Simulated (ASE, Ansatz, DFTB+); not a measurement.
# How well does each level of theory give the cohesive energy of fcc Ag?

Reference value: 2.97 ± 0.008 eV/atom (measured, from 0 K enthalpies of formation; zero-point vibration energy (9/8 kB θD) added; as tabulated in Csonka et al. (2009), arXiv:0903.4037).

```
level (code)              value (eV/atom)  cell (Å³/atom)  error (eV/atom)
------------------------  ---------------  --------------  ---------------
EMT (ASE)                            2.96           16.77            -0.01
GFN1-xTB as cut by DFTB+             3.42           18.55            +0.45
LDA (Ansatz)                         3.64           16.01            +0.67
PBE (Ansatz)                         2.53           17.83            -0.44
r²SCAN-D4 (Ansatz)                   3.07           17.02            +0.10
r²SCANh (Ansatz)                     2.75           17.34            -0.22
Hartree–Fock (Ansatz)                0.78           22.26            -2.19
```

Leaving aside EMT (doubt noted below), GFN1-xTB as cut by DFTB+ (doubt noted below): Closest of the ranked levels: r²SCAN-D4 (+0.10 eV/atom). Farthest off among them: Hartree–Fock (-2.19 eV/atom). Within 0.3 eV/atom: r²SCAN-D4, r²SCANh.

Free atoms are spin-polarised, in the lowest state found; at levels without +SOC their spin–orbit coupling is left out.  EMT: the potential's free atom doesn't lie at zero energy, so it may not have been made for atoms. GFN1-xTB as cut by DFTB+: the free atoms are run in the same model without spin. GFN1-xTB as cut by DFTB+: the method was fitted mainly to molecules. GFN1-xTB as cut by DFTB+: codes differ in how they cut the long-range tail of xTB's charge interaction in a crystal, so the value belongs to this code. Hartree–Fock: the cell is over a tenth larger than the published one: the level's own overestimate first of all, though another phase or state, or a fault of the published cell, is possible. Each level is taken at its own relaxed cell. Cutoffs and k meshes differ between the levels. Ansatz's density-functional and Hartree–Fock values are scalar-relativistic unless marked +SOC, with PAW data made under PBE.

Empirical potentials (EMT) are fitted to chosen data: where that held the value shown, agreement is built in, and what lay outside the fit can be far off.

Differences are worked out from the printed values.

Ansatz is a quantum-chemistry and plane-wave program.
